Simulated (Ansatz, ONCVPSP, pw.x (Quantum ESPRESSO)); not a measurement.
Cu: does the ONCV potential hold in the solid?

```json
{"Element": "Cu (Z = 29)", "Generator": "ONCVPSP 4.0.1.1 (patched build)", "Type": "optimised norm-conserving Vanderbilt (ONCV)", "Functional": "PBE", "Relativity": "scalar-relativistic", "Frozen core": "[Ne] 3s2", "Valence charge": "17", "Reference configuration": "3p6 3d10 4s1", "Partial waves": "4s: rc 2.00 bohr, ncon 4, nbas 7, qcut 3 1/bohr, 2 projectors, debl 3.2 Ha; 3p: rc 1.10 bohr, ncon 4, nbas 7, qcut 10.5 1/bohr, 2 projectors, debl 3.1 Ha; 3d: rc 1.50 bohr, ncon 4, nbas 9, qcut 10.7 1/bohr, 3 projectors, debl 1.6 Ha", "Local potential": "polynomial inside 0.95 bohr (lpopt 5, dvloc0 2 Ha)", "Core correction": "none"}
```

Crystal test: fcc Cu in pw.x 7.5, no spin, 15³ k-points, Fermi–Dirac smearing 0.01 Ry, cutoffs 120/480 Ry. The reference is all-electron LAPW (Ansatz 0.2.0) with the same functional, mesh and smearing; V0 and B0 come from Birch–Murnaghan fits to the pressures at five volumes. Errors are pseudo minus all-electron; Δ is the rms difference of the E(V) curves that follow from these fits, minima aligned, over ±6 % about the mean V0. Mesh and smearing are coarse, so the numbers serve the comparison and aren't converged zero-temperature values; the lattice is a test structure that the element need not adopt.

```csv
V (Å³/atom),P all-electron (GPa),P pseudo (GPa)
11.403,7.47,11.75
11.703,3.14,7.02
12.003,-0.58,2.64
12.303,-3.78,-1.27
12.603,-6.53,-4.72
```

All-electron: a0 = 3.629 Å (V0 = 11.95 Å³/atom), B0 = 140.8 GPa.

Pseudopotential: mean pressure error (GPa): +3.14; a0 (Å): 3.655; a0 error (%): +0.70; B0 error (%): +10.3; Δ (meV/atom): 8.1. This is a poor potential for the solid. The generator flags a localised state at positive energy (s at 6 eV). Atomic configuration tests: 2 of 4 tests not solved or not reliable.

Problem. At the middle volume, how do free energy and pressure move when the wave cutoff is lowered (ecutrho kept at four times it)?

Solution.

```json
{"cutoff (Ry)": "54", "shift of F (meV/atom)": "+41691.8", "shift of P (GPa)": "-1878.15"}
{"cutoff (Ry)": "72", "shift of F (meV/atom)": "+5705.1", "shift of P (GPa)": "-463.76"}
{"cutoff (Ry)": "96", "shift of F (meV/atom)": "+126.1", "shift of P (GPa)": "-22.06"}
```

Input at the middle volume:

```
&control
  calculation='scf', prefix='x', pseudo_dir='./', outdir='./tmp', tstress=.true., disk_io='low'
/
&system
  ibrav=0, nat=1, ntyp=1, ecutwfc=120, ecutrho=480, nbnd=17,
  occupations='smearing', smearing='fd', degauss=0.01
/
&electrons
  conv_thr=1e-09, mixing_beta=0.4, electron_maxstep=70
/
ATOMIC_SPECIES
Cu 1.0 Cu.UPF
CELL_PARAMETERS angstrom
  0.00000000 1.81727201 1.81727201
  1.81727201 0.00000000 1.81727201
  1.81727201 1.81727201 0.00000000
ATOMIC_POSITIONS crystal
Cu 0.0000 0.0000 0.0000
K_POINTS automatic
15 15 15 0 0 0
```

```bash
pw.x < Cu.scf.in > Cu.scf.out
```

Lines of the output:

```
Message from routine setup:
     using ibrav=0 with symmetry is DISCOURAGED, use correct ibrav instead
     lattice parameter (alat)  =       4.8566  a.u.
     unit-cell volume          =      81.0003 (a.u.)^3
     number of electrons       =        17.00
     number of Kohn-Sham states=           17
     kinetic-energy cutoff     =     120.0000  Ry
     charge density cutoff     =     480.0000  Ry
     scf convergence threshold =      1.0E-09
     Exchange-correlation= PBE
     number of k points=   120  Fermi-Dirac smearing, width (Ry)=  0.0100
     iteration #  1     ecut=   120.00 Ry     beta= 0.40
     total energy              =    -287.73495807 Ry
     estimated scf accuracy    <       0.29686191 Ry
     iteration #  2     ecut=   120.00 Ry     beta= 0.40
     total energy              =    -287.81782645 Ry
     estimated scf accuracy    <       0.08937437 Ry
     iteration #  3     ecut=   120.00 Ry     beta= 0.40
     total energy              =    -287.83077597 Ry
     estimated scf accuracy    <       0.00185001 Ry
     iteration #  4     ecut=   120.00 Ry     beta= 0.40
     total energy              =    -287.83128813 Ry
     estimated scf accuracy    <       0.00108343 Ry
     iteration #  5     ecut=   120.00 Ry     beta= 0.40
     total energy              =    -287.83127783 Ry
     estimated scf accuracy    <       0.00019178 Ry
     iteration #  6     ecut=   120.00 Ry     beta= 0.40
     total energy              =    -287.83130583 Ry
     estimated scf accuracy    <       0.00000473 Ry
     iteration #  7     ecut=   120.00 Ry     beta= 0.40
     total energy              =    -287.83130665 Ry
     estimated scf accuracy    <       0.00000020 Ry
     iteration #  8     ecut=   120.00 Ry     beta= 0.40
     total energy              =    -287.83130659 Ry
     estimated scf accuracy    <       0.00000026 Ry
     iteration #  9     ecut=   120.00 Ry     beta= 0.40
     total energy              =    -287.83130658 Ry
     estimated scf accuracy    <       0.00000005 Ry
     iteration # 10     ecut=   120.00 Ry     beta= 0.40
     total energy              =    -287.83130659 Ry
     estimated scf accuracy    <          2.6E-09 Ry
     iteration # 11     ecut=   120.00 Ry     beta= 0.40
     the Fermi energy is    15.7713 ev
!    total energy              =    -287.83130659 Ry
     estimated scf accuracy    <          9.0E-10 Ry
     smearing contrib. (-TS)   =      -0.00140102 Ry
     The total energy is F=E-TS. E is the sum of the following terms:
     one-electron contribution =    -154.86257504 Ry
     hartree contribution      =      90.55435353 Ry
     xc contribution           =     -30.60254379 Ry
     ewald contribution        =    -192.91914028 Ry
     convergence has been achieved in  11 iterations
          total   stress  (Ry/bohr**3)                   (kbar)     P=       26.44
```

The run at the middle volume (120 k-points, 11 iterations) took about 1.8 min on one core of a shared host (Neoverse-N1, 64 threads, 124 GiB, load 49).
